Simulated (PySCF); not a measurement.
CH2F (doublet state).
Bonds: C1–F2. Hydrogens: H3, H4 on C1.

Identity: `[CH2]F` [radical].

The calculation used UKS B3LYP, IGLO-III on C F, pcH-1 on H, non-relativistic, mean-field spin-orbit, GIAO in PySCF 2.14.0. Isolated species at its PBE0-D3(BJ)/def2-SVP geometry, gas phase.

Task: Break the g tensor into its mass correction, gauge correction and orbital-Zeeman/spin–orbit terms.

Result: 
```json
{"Δg (ppm)": "relativistic mass correction", "1": "-194", "2": "-194", "3": "-194"}
{"Δg (ppm)": "gauge correction", "1": "-1", "2": "48", "3": "31"}
{"Δg (ppm)": "orbital Zeeman/spin–orbit", "1": "-34", "2": "2262", "3": "2971"}
{"Δg (ppm)": "total", "1": "-230", "2": "2116", "3": "2807"}
```

So g = 2.00209, 2.00443, 2.00513 and g_iso = 2.00388; the tensor is rhombic: the two nearest values differ by 23 % of g3 − g1. Axes: g2 points within 5° of the C1–F2 bond.

Task: What effective moment and Curie constant follow for a powder?

Result: With the mean of g² = 4.0156 and S(S+1) = 0.75: μ_eff = √(⟨g²⟩S(S+1)) = 1.735 μB and χT = 0.12505·⟨g²⟩·S(S+1) = 0.377 cm³ K/mol (cgs; spin-Hamiltonian part alone).

Task: What are the electron Larmor frequencies g μB B/h along the three axes at 3350 mT?

Result: 93.8728, 93.9828, 94.0152 GHz for g1, g2 and g3, a range of 142.4 MHz.

Task: At 9.455 GHz, how far is the centre of the isotropic spectrum from where a free electron (g = 2.002319) resonates?

Result: B = hν/(g μB) with μB/h = 13.99624 MHz/mT gives 337.38 mT for the free electron and 337.11 mT at g_iso, 0.26 mT lower.

Task: In a frozen sample, at which fields do the three g values resonate at 9.5, 34, 94 and 263 GHz (hyperfine left aside), and which band first spreads them over more than twice a line width of 0.5 mT?

Result: 
| band | GHz | B(g3) mT | B(g2) mT | B(g1) mT | spread mT |
| --- | --- | --- | --- | --- | --- |
| X | 9.5 | 338.51 | 338.63 | 339.02 | 0.51 |
| Q | 34.0 | 1211.51 | 1211.92 | 1213.34 | 1.84 |
| W | 94.0 | 3349.46 | 3350.61 | 3354.54 | 5.08 |
| J | 263.0 | 9371.36 | 9374.59 | 9385.57 | 14.22 |

The spread grows in proportion to the frequency. Q band is the first where it exceeds 1.0 mT.

The largest Mulliken spin population is on C1 (+1.04). The angles at C1 add up to 354.3°, so it is nearly planar; its axial dipolar tensor and the negative couplings of its protons fit spin in a p orbital normal to that plane.

The HOMO–LUMO gaps are 7.54 eV among the α and 8.35 eV among the β orbitals.
